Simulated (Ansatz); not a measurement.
C6H10 can be A, `C1CC1C1CC1`, or B, `CC#CCCC`.

Gas-phase electronic energies from Ansatz, PBE0-D4/def2-TZVP geometries. CBS: MP2 limit from def2 TZ/QZ plus the TZ coupled-cluster correction, frozen cores. DFT in def2-TZVPP. One conformer a species, not always the lowest.

A:

```xyz
16

C    -1.0830   -1.6138    0.3691
C    -0.0452   -1.3717    1.4251
C    -0.4668   -0.2569    0.5181
C     0.4672    0.2570   -0.5178
C     0.0451    1.3712   -1.4253
C     1.0828    1.6142   -0.3692
H    -2.1105   -1.7534    0.6816
H    -0.7957   -2.1987   -0.4968
H    -0.3622   -1.3456    2.4602
H     0.9410   -1.7936    1.2701
H    -1.0988    0.5062    0.9643
H     1.0997   -0.5060   -0.9635
H    -0.9413    1.7927   -1.2707
H     0.3626    1.3448   -2.4603
H     2.1102    1.7542   -0.6815
H     0.7949    2.1994    0.4964
```

B:

```xyz
16

C     2.820   -0.110    1.316
C     1.392    0.017    1.094
C     0.207    0.127    0.915
C    -1.223    0.242    0.675
C    -1.672   -0.421   -0.630
C    -1.046    0.205   -1.862
H     3.356   -0.224    0.371
H     3.219    0.774    1.821
H     3.047   -0.981    1.937
H    -1.765   -0.202    1.517
H    -1.500    1.303    0.656
H    -2.763   -0.354   -0.689
H    -1.424   -1.486   -0.587
H    -1.381   -0.293   -2.774
H    -1.311    1.264   -1.942
H     0.044    0.139   -1.820
```

(1) Which is lower in electronic energy at CCSD(T)/CBS, and by how much? (Estimate.)

(2) Give E(B) − E(A) in kcal/mol with ωB97M-V, CCSD/def2-TZVPP, PBE-D4, PBE0-D4, r2SCAN-D4, CCSD(T)/def2-TZVPP, HF/def2-TZVPP. (An estimate is asked.)

(3) Does the order hold for the free energy at 298.15 K (harmonic terms from PBE0-D4)? (Best estimate.)

Largest T1 diagnostic: 0.010.

Results:

(1) The calculation gave: B, by 6.9 kcal/mol.

(2) The calculation gave: ωB97M-V -3.4, CCSD/def2-TZVPP -6.1, PBE-D4 -1.9, PBE0-D4 0.7, r2SCAN-D4 -2.4, CCSD(T)/def2-TZVPP -6.2, HF/def2-TZVPP -11.6. The order is the other way round with PBE0-D4.

(3) Computed: Yes: G(B) − G(A) = -10.9 kcal/mol, for one conformer each. Modes under 60 cm⁻¹, often nearly free rotors, make the harmonic entropy too high.

From PBE to PBE0 (25 % exact exchange), in def2-TZVPP and without D4, E(B) − E(A) moves by +2.7 kcal/mol. At CCSD(T), def2-SVP lies +2.1 kcal/mol from the extrapolated value and def2-TZVPP +0.7 kcal/mol.
